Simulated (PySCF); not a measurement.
Compound: C3H2Cl2.
InChI=1S/C3H2Cl2/c1-2-3(4)5/h1,3H

Method used: EOM-IP-CCSD/aug-cc-pVDZ in PySCF, restricted Hartree–Fock reference, 13 core orbitals frozen, non-relativistic, gas phase, PBE0-D3(BJ)/def2-SVP geometry.

The vertical ionisation energies are 10.98, 11.22, 11.46, 11.49, 12.22, 12.32, 15.54, 16.08 eV.

Which Hartree–Fock orbital leads each hole, and what is its Koopmans value −ε?

| leading hole (HF orbital) | Koopmans (eV) | EOM-IP-CCSD (eV) | change (eV) | one-hole share |
| --- | --- | --- | --- | --- |
| HOMO | 11.30 | 10.98 | -0.32 | 0.96 |
| HOMO-1 | 11.39 | 11.22 | -0.17 | 0.96 |
| HOMO-2 | 12.34 | 11.46 | -0.88 | 0.96 |
| HOMO-3 | 12.51 | 11.49 | -1.02 | 0.95 |
| HOMO-4 | 13.18 | 12.22 | -0.96 | 0.95 |
| HOMO-5 | 13.32 | 12.32 | -1.00 | 0.95 |
| HOMO-6 | 16.56 | 15.54 | -1.02 | 0.94 |
| HOMO-7 | 17.41 | 16.08 | -1.33 | 0.94 |

Does the order of the lines follow the orbital energies?

Yes, no two lines change places. The corrections run from -1.33 to -0.17 eV, with a mean of -0.84 eV over the 8 lines; no line lies above its Koopmans value. Koopmans values leave out both the relaxation of the orbitals and the change in correlation energy.

At what kinetic energies would He I light (21.22 eV) eject these electrons?

10.24 eV (HOMO), 10.00 eV (HOMO-1), 9.76 eV (HOMO-2), 9.73 eV (HOMO-3), 9.00 eV (HOMO-4), 8.90 eV (HOMO-5), 5.68 eV (HOMO-6), 5.14 eV (HOMO-7).

What total energy has the lowest final state, and which wavelength reaches it?

E(CCSD) + ionisation energy = -1034.43960 + 0.40338 = -1034.03622 Eh, at the geometry of the initial state. The threshold wavelength is 1239.84 eV nm/10.98 eV = 112.9 nm.

Lines less than 0.15 eV apart could change places at a higher level. One root was sought for each valence orbital with −ε under 21 eV, eight at most, so deeper holes and satellites are missing; no vibrational structure.
